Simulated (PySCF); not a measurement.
Gas-phase reaction: SiO + 2 H → H2SiO

Computed with PySCF (xtb for GFN2) and rigid-rotor harmonic-oscillator thermochemistry at 1 bar. † marks an energy on the PBE0/def2-TZVP geometry and frequencies; other levels use their own. MP2 and CCSD(T) freeze the core. 6-31G* has spherical d functions here. Open shells (unrestricted): H (multiplicity 2); the rest are closed-shell singlets. GFN2 has no spin-polarisation term. B3LYP is the form with VWN-RPA correlation. H2SiO: computed as isolated molecules; such fragments, hydroxides, amides, oligomers or adducts are transient or little studied in the gas. MP2 isn't extrapolated to the basis-set limit. CCSD(T) isn't extrapolated to the basis-set limit. Warning, large T1 diagnostic: H2SiO, SiO (CCSD(T)/def2-TZVPP†).

```tsv
level	ΔH°(298 K), kJ
B3LYP/6-31G*	?
BLYP/def2-TZVP†	?
CCSD(T)/def2-TZVPP†	-435
GFN2-xTB	-678
MP2/def2-SVP†	-386
PBE/def2-SVP	?
PBE0/def2-SVP†	?
r2SCAN/def2-TZVP†	-450
ωB97M-V/def2-TZVP†	-432
ωB97X-V/def2-TZVP†	-448
```

Problem. What belongs in the gaps?

Solution. 
- B3LYP/6-31G*, ΔH°(298 K), kJ: -434
- BLYP/def2-TZVP†, ΔH°(298 K), kJ: -428
- PBE/def2-SVP, ΔH°(298 K), kJ: -421
- PBE0/def2-SVP†, ΔH°(298 K), kJ: -428
